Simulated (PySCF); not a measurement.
# Atomic charges against the basis set

Species: AlClH₂.
Bonds: Al1–Cl2. Hydrogens: H3, H4 on Al1.

PBE0 throughout (PySCF), one geometry, spherical d and f functions. Geometry: PBE0-D3(BJ)/def2-SVP; no solvent, vibrations or thermal averaging. Atoms taken as equivalent share a column and are averaged.

Mulliken charges (e):

```csv
basis,functions,Al1,Cl2,H3/H4
STO-3G,20,+0.854,-0.453,-0.200
6-31G,30,+0.666,-0.373,-0.147
pcSseg-0,30,+0.909,-0.447,-0.231
6-31G*,40,+0.444,-0.281,-0.082
cc-pVDZ,46,+0.441,-0.247,-0.097
def2-SVP,46,+0.622,-0.290,-0.166
aug-cc-pVDZ,72,+0.228,-0.377,+0.075
"6-311+G(2d,p)",82,+0.571,-0.346,-0.113
def2-TZVP,86,+0.444,-0.267,-0.088
cc-pVTZ,96,+0.431,-0.228,-0.102
IGLO-III,108,+0.928,-0.415,-0.257
pcSseg-3,218,+0.724,-0.351,-0.186
```

IAO charges (e):

```json
{"basis": "STO-3G", "functions": "20", "Al1": "+0.938", "Cl2": "-0.401", "H3/H4": "-0.269"}
{"basis": "6-31G", "functions": "30", "Al1": "+0.661", "Cl2": "-0.331", "H3/H4": "-0.165"}
{"basis": "pcSseg-0", "functions": "30", "Al1": "+0.673", "Cl2": "-0.328", "H3/H4": "-0.173"}
{"basis": "6-31G*", "functions": "40", "Al1": "+0.747", "Cl2": "-0.357", "H3/H4": "-0.195"}
{"basis": "cc-pVDZ", "functions": "46", "Al1": "+0.745", "Cl2": "-0.353", "H3/H4": "-0.196"}
{"basis": "def2-SVP", "functions": "46", "Al1": "+0.756", "Cl2": "-0.345", "H3/H4": "-0.206"}
{"basis": "aug-cc-pVDZ", "functions": "72", "Al1": "+0.754", "Cl2": "-0.360", "H3/H4": "-0.197"}
{"basis": "6-311+G(2d,p)", "functions": "82", "Al1": "+0.772", "Cl2": "-0.364", "H3/H4": "-0.204"}
{"basis": "def2-TZVP", "functions": "86", "Al1": "+0.779", "Cl2": "-0.366", "H3/H4": "-0.206"}
{"basis": "cc-pVTZ", "functions": "96", "Al1": "+0.773", "Cl2": "-0.365", "H3/H4": "-0.204"}
{"basis": "IGLO-III", "functions": "108", "Al1": "+0.770", "Cl2": "-0.360", "H3/H4": "-0.205"}
{"basis": "pcSseg-3", "functions": "218", "Al1": "+0.783", "Cl2": "-0.368", "H3/H4": "-0.207"}
```

Hirshfeld charges (e):

```tsv
basis	functions	Al1	Cl2	H3/H4
STO-3G	20	+0.684	-0.372	-0.156
6-31G	30	+0.494	-0.220	-0.137
pcSseg-0	30	+0.519	-0.216	-0.152
6-31G*	40	+0.498	-0.212	-0.143
cc-pVDZ	46	+0.504	-0.202	-0.151
def2-SVP	46	+0.506	-0.194	-0.156
aug-cc-pVDZ	72	+0.514	-0.208	-0.153
6-311+G(2d,p)	82	+0.515	-0.209	-0.153
def2-TZVP	86	+0.509	-0.205	-0.152
cc-pVTZ	96	+0.509	-0.206	-0.151
IGLO-III	108	+0.500	-0.195	-0.153
pcSseg-3	218	+0.513	-0.207	-0.153
```

Q: Which scheme is steadiest as the basis changes?

A: Largest range over the bases for any column: Hirshfeld 0.19 e, IAO 0.28 e, Mulliken 0.70 e. Hirshfeld charges move least and Mulliken charges most, counted in e. Without the minimal STO-3G basis the ranges are Hirshfeld 0.03, IAO 0.12, Mulliken 0.70 e.

Q: How much do the charges still move between the two largest bases, IGLO-III and pcSseg-3?

A: At most, over all atoms: Mulliken 0.204 e, IAO 0.012 e, Hirshfeld 0.013 e.

Q: What do the same runs give for the total energy, the frontier levels and the dipole moment?

A: 
```json
{"basis": "STO-3G", "energy (Eh)": "-695.7056", "HOMO (eV)": "-5.86", "LUMO (eV)": "3.30", "μ (D)": "2.78"}
{"basis": "6-31G", "energy (Eh)": "-703.5330", "HOMO (eV)": "-8.63", "LUMO (eV)": "-2.00", "μ (D)": "2.26"}
{"basis": "pcSseg-0", "energy (Eh)": "-702.8012", "HOMO (eV)": "-8.75", "LUMO (eV)": "-2.05", "μ (D)": "2.01"}
{"basis": "6-31G*", "energy (Eh)": "-703.5716", "HOMO (eV)": "-8.56", "LUMO (eV)": "-1.68", "μ (D)": "1.63"}
{"basis": "cc-pVDZ", "energy (Eh)": "-703.6090", "HOMO (eV)": "-8.50", "LUMO (eV)": "-1.66", "μ (D)": "1.39"}
{"basis": "def2-SVP", "energy (Eh)": "-703.3872", "HOMO (eV)": "-8.49", "LUMO (eV)": "-1.58", "μ (D)": "1.25"}
{"basis": "aug-cc-pVDZ", "energy (Eh)": "-703.6134", "HOMO (eV)": "-8.58", "LUMO (eV)": "-1.76", "μ (D)": "1.37"}
{"basis": "6-311+G(2d,p)", "energy (Eh)": "-703.6285", "HOMO (eV)": "-8.60", "LUMO (eV)": "-1.73", "μ (D)": "1.37"}
{"basis": "def2-TZVP", "energy (Eh)": "-703.6320", "HOMO (eV)": "-8.58", "LUMO (eV)": "-1.65", "μ (D)": "1.28"}
{"basis": "cc-pVTZ", "energy (Eh)": "-703.6404", "HOMO (eV)": "-8.57", "LUMO (eV)": "-1.66", "μ (D)": "1.31"}
{"basis": "IGLO-III", "energy (Eh)": "-703.6248", "HOMO (eV)": "-8.52", "LUMO (eV)": "-1.58", "μ (D)": "1.13"}
{"basis": "pcSseg-3", "energy (Eh)": "-703.6545", "HOMO (eV)": "-8.60", "LUMO (eV)": "-1.70", "μ (D)": "1.34"}
```

The dipole is fixed by the density alone, so its range of 1.65 D shows that the density itself changes with the basis, not only its division among atoms.
